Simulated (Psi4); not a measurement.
# BH3 (SMILES [H]B([H])[H]): levels of theory compared

Wanted: a comparison of 4 runs (PBE0/def2-SVP, BLYP-D4/4ZaPa-NR, BLYP/4ZaPa-NR, OLCCD/cc-pVDZ) of BH3. 

The calculation is run with Psi4 1.11.

1 further run of the same task is left out (it didn't finish).

### Step 1. The structure to begin with

BH3: 4 atoms, total charge 0, spin state singlet. As SMILES, `[H]B([H])[H]`. Geometry: relaxed at GFN2-xTB.

Bond lengths: B1–H2 1.164 Å, B1–H3 1.165 Å, B1–H4 1.165 Å. Angles: H2–B1–H3 120.0°, H2–B1–H4 120.0°, H3–B1–H4 120.0°.

### Step 2. The energy at PBE0/def2-SVP (run 1)

run.py

```python
import psi4

psi4.set_memory('1600 MB')
psi4.set_num_threads(1)
psi4.set_output_file('output.dat', False)

m = psi4.geometry("""
B      0.000060     0.000030    -0.001400
H      1.163870    -0.030320     0.015280
H     -0.555340     1.023410    -0.018650
H     -0.608600    -0.993120     0.004770
symmetry c1
no_reorient
no_com
""")

psi4.set_options({
    'basis': 'def2-SVP',
    'puream': True,
    'e_convergence': 1e-09,
    'd_convergence': 1e-08,
    'scf_type': 'pk',
    'dft_radial_points': 99,
    'dft_spherical_points': 590,
})

e_tot, wfn = psi4.energy("pbe0", molecule=m, return_wfn=True)
psi4.oeprop(wfn, "WIBERG_LOWDIN_INDICES", "DIPOLE", "MAYER_INDICES", title="PBE0")
print('E =', round(e_tot, 9))
```

Started as:

```
$ python run.py
```

output.dat:

```text
[...]
  Running in c1 symmetry.
[...]
  Nuclear repulsion =    7.603081907704702
[...]
  Multiplicity = 1
[...]
  Nalpha       = 4
  Nbeta        = 4
[...]
    Number of basis functions: 29
[...]
   @RKS iter   1:   -26.50179354974243   -4.70510e-01   6.26157e-03 DIIS/ADIIS
[...]
   @RKS iter   7:   -26.53272203838630   -4.10694e-12   8.81886e-09 DIIS
[...]
    Orbital Energies [Eh]
    ---------------------
    Doubly Occupied:
       1A     -6.804441     2A     -0.530303     3A     -0.366066
       4A     -0.366039
[...]
  @RKS Final Energy:   -26.53272203838630
   => Energetics <=
    Nuclear Repulsion Energy =              7.6030819077047020
    One-Electron Energy =                 -49.3680028419211681
    Two-Electron Energy =                  19.1005135964849870
    DFT Exchange-Correlation Energy =      -3.8683147006548237
    Empirical Dispersion Energy =           0.0000000000000000
    VV10 Nonlocal Energy =                  0.0000000000000000
    Total Energy =                        -26.5327220383863001
[...]
 Multipole Moments:
 ------------------------------------------------------------------------------------
     Multipole            Electronic (a.u.)      Nuclear  (a.u.)        Total (a.u.)
 ------------------------------------------------------------------------------------
 L = 1.  Multiply by 2.5417464519 to convert [e a0] to [Debye]
 Dipole X            :         -0.0002671            0.0004346            0.0001675
 Dipole Y            :         -0.0001255            0.0002268            0.0001013
 Dipole Z            :          0.0089010           -0.0105825           -0.0016815
 Magnitude           :                                                    0.0016928
[...]
```

Standard output:

```text
E = -26.532722038
```

It took 4.2 s on 1 thread of Intel Xeon Platinum 8488C (Sapphire Rapids), shared host; peak memory 0.41 GiB.

### Step 3. Energy and one-electron properties at BLYP-D4/4ZaPa-NR (density fitting) (run 2)

bh3.xyz

```xyz
4
BH3
B      0.000060     0.000030    -0.001400
H      1.163870    -0.030320     0.015280
H     -0.555340     1.023410    -0.018650
H     -0.608600    -0.993120     0.004770
```

bh3.py

```python
import psi4

psi4.set_memory(1600000000)
psi4.set_num_threads(1)
psi4.set_output_file('run.log', False)

with open('bh3.xyz') as f:
    atoms = ''.join(f.readlines()[2:])
mol = psi4.geometry('0 1\n' + atoms + '')

psi4.set_options(dict(reference='rks', scf_type='mem_df'))

energy_value, wavefunction = psi4.energy("blyp-d4/4ZaPa-NR", molecule=mol, return_wfn=True)
psi4.oeprop(wavefunction, "LOWDIN_CHARGES", "NO_OCCUPATIONS")
print('E =', round(energy_value, 9))
for k, v in sorted(psi4.core.scalar_variables().items()):
    print(f'{k:45s} {v:18.10f}')
```

Started as:

```
$ python bh3.py
```

run.log:

```text
[...]
  Running in c1 symmetry.
[...]
  Nuclear repulsion =    7.603081907704702
[...]
  Multiplicity = 1
[...]
  Nalpha       = 4
  Nbeta        = 4
[...]
    Number of basis functions: 191
[...]
   @DF-RKS iter   1:   -26.47605977307774   -4.09143e-01   2.11756e-03 ADIIS/DIIS
[...]
   @DF-RKS iter   6:   -26.59456972428918   -1.32325e-08   1.81090e-07 DIIS
[...]
    Orbital Energies [Eh]
    ---------------------
    Doubly Occupied:
       1A     -6.539456     2A     -0.462269     3A     -0.312575
       4A     -0.312552
[...]
  @DF-RKS Final Energy:   -26.59456972428918
   => Energetics <=
    Nuclear Repulsion Energy =              7.6030819077047020
    One-Electron Energy =                 -49.4296662000759284
    Two-Electron Energy =                  20.3687460580738886
    DFT Exchange-Correlation Energy =      -5.1352655261192464
    Empirical Dispersion Energy =          -0.0014659638725921
    VV10 Nonlocal Energy =                  0.0000000000000000
    Total Energy =                        -26.5945697242891761
[...]
 Multipole Moments:
 ------------------------------------------------------------------------------------
     Multipole            Electronic (a.u.)      Nuclear  (a.u.)        Total (a.u.)
 ------------------------------------------------------------------------------------
 L = 1.  Multiply by 2.5417464519 to convert [e a0] to [Debye]
 Dipole X            :          0.0003690           -0.0002010            0.0001680
 Dipole Y            :          0.0002019           -0.0000965            0.0001055
 Dipole Z            :         -0.0060535            0.0045023           -0.0015513
 Magnitude           :                                                    0.0015639
[...]
```

On the terminal:

```text
E = -26.594569724
BLYP-D4(BJ,EEQ)ATM DISPERSION CORRECTION ENERGY      -0.0014659639
CURRENT ENERGY                                    -26.5945697243
CURRENT REFERENCE ENERGY                          -26.5945697243
DD SOLVATION ENERGY                                 0.0000000000
DFT FUNCTIONAL TOTAL ENERGY                       -26.5931037604
DFT TOTAL ENERGY                                  -26.5945697243
DFT VV10 ENERGY                                     0.0000000000
DFT XC ENERGY                                      -5.1352655261
DISPERSION CORRECTION ENERGY                       -0.0014659639
GRID ELECTRONS ALPHA                                3.9999919208
GRID ELECTRONS BETA                                 3.9999919208
GRID ELECTRONS TOTAL                                7.9999838417
NUCLEAR REPULSION ENERGY                            7.6030819077
ONE-ELECTRON ENERGY                               -49.4296662001
PCM POLARIZATION ENERGY                             0.0000000000
PE ENERGY                                           0.0000000000
SCF ITERATION ENERGY                              -26.5945697243
SCF ITERATIONS                                      6.0000000000
SCF TOTAL ENERGY                                  -26.5945697243
TWO-ELECTRON ENERGY                                20.3687460581
XC GRID RADIAL POINTS                              75.0000000000
XC GRID SPHERICAL POINTS                          302.0000000000
XC GRID TOTAL POINTS                            88626.0000000000
```

It took 8.7 s on 1 thread of Intel Xeon Platinum 8488C (Sapphire Rapids), shared host; peak memory 0.85 GiB.

Atomic charges (e):

```csv
atom,Löwdin
B1,+0.521
H2,-0.174
H3,-0.174
H4,-0.174
```

Run 3 isn't shown in full; the table further down has it.

### Step 4. A single-point energy at OLCCD/cc-pVDZ (fitted SCF) (run 4)

job.inp

```
memory 1600 mb

molecule system {
  0 1
  B      0.000060     0.000030    -0.001400
  H      1.163870    -0.030320     0.015280
  H     -0.555340     1.023410    -0.018650
  H     -0.608600    -0.993120     0.004770
}

set globals {
  reference rhf
  scf_type disk_df
  cc_type conv
}

E, wfn = energy('olccd/cc-pVDZ', return_wfn=True)
```

Started as:

```
$ psi4 job.inp job.out -n 1
```

job.out:

```text
[...]
  Running in c1 symmetry.
[...]
  Nuclear repulsion =    7.603081907704702
[...]
  Multiplicity = 1
[...]
  Nalpha       = 4
  Nbeta        = 4
[...]
    Number of basis functions: 29
[...]
   @DF-RHF iter   1:   -26.38399858009264   -6.85108e-01   2.30629e-03 ADIIS/DIIS
[...]
   @DF-RHF iter   7:   -26.38907409600919   -8.66862e-12   6.50803e-09 DIIS
[...]
    Orbital Energies [Eh]
    ---------------------
    Doubly Occupied:
       1A     -7.612263     2A     -0.710472     3A     -0.500658
       4A     -0.500609
[...]
  @DF-RHF Final Energy:   -26.38907409600919
   => Energetics <=
    Nuclear Repulsion Energy =              7.6030819077047020
    One-Electron Energy =                 -49.3363084627458335
    Two-Electron Energy =                  15.3441524590319354
    Total Energy =                        -26.3890740960091925
[...]
 Multipole Moments:
 ------------------------------------------------------------------------------------
     Multipole            Electronic (a.u.)      Nuclear  (a.u.)        Total (a.u.)
 ------------------------------------------------------------------------------------
 L = 1.  Multiply by 2.5417464519 to convert [e a0] to [Debye]
 Dipole X            :          0.0004009           -0.0002010            0.0001999
 Dipole Y            :          0.0002220           -0.0000965            0.0001255
 Dipole Z            :         -0.0063820            0.0045023           -0.0018797
 Magnitude           :                                                    0.0018945
[...]
	SCS-MP2 Total Energy (a.u.)        :   -26.49275319456488
	SOS-MP2 Total Energy (a.u.)        :   -26.49784676319023
	SCSN-MP2 Total Energy (a.u.)       :   -26.40635885962650
[...]
	SOS-PI-MP2 Total Energy (a.u.)     :   -26.50621384365938
[...]
	MP2 Total Energy (a.u.)            :   -26.48256605731419
[...]
```

It took 2.8 s on 1 thread of Intel Xeon Platinum 8488C (Sapphire Rapids), shared host; peak memory 0.2 GiB.

### Step 5. Overview of the runs

| run | level | task | integrals | energy (Eh) | dipole moment (D) | HOMO energy (eV) | LUMO energy (eV) | wall time |
| --- | --- | --- | --- | --- | --- | --- | --- | --- |
| 1 | PBE0/def2-SVP | energy | pk | -26.532722 | 0.00 | -9.96 | -1.84 | 4.2 s |
| 2 | BLYP-D4/4ZaPa-NR (density fitting) | properties | mem_df | -26.594570 | 0.00 | -8.50 | -2.92 | 8.7 s |
| 3 | BLYP/4ZaPa-NR (density fitting) | properties | mem_df | -26.593104 | 0.00 | -8.50 | -2.92 | 7.5 s |
| 4 | OLCCD/cc-pVDZ (fitted SCF) | energy | disk_df | -26.509300 | – | -13.62 | 1.93 | 2.8 s |

### Step 6. Outcome

```
                                    quantity         value
                         run 4: total energy  -26.50930 Eh
  run 4: HOMO energy (Hartree–Fock orbitals)     -13.62 eV
  run 4: LUMO energy (Hartree–Fock orbitals)       1.93 eV
run 4: HOMO–LUMO gap (Hartree–Fock orbitals)      15.55 eV
                   run 4: correlation energy    -120.2 mEh
```

In words: Over runs 1, 2, 3 the HOMO–LUMO gap runs from 5.58 eV (BLYP-D4/4ZaPa-NR) to 8.12 eV (PBE0/def2-SVP). The two ends differ in method and basis. Totals of different functionals can't be ranked against each other. All runs together took 23 s, the longest 8.7 s.
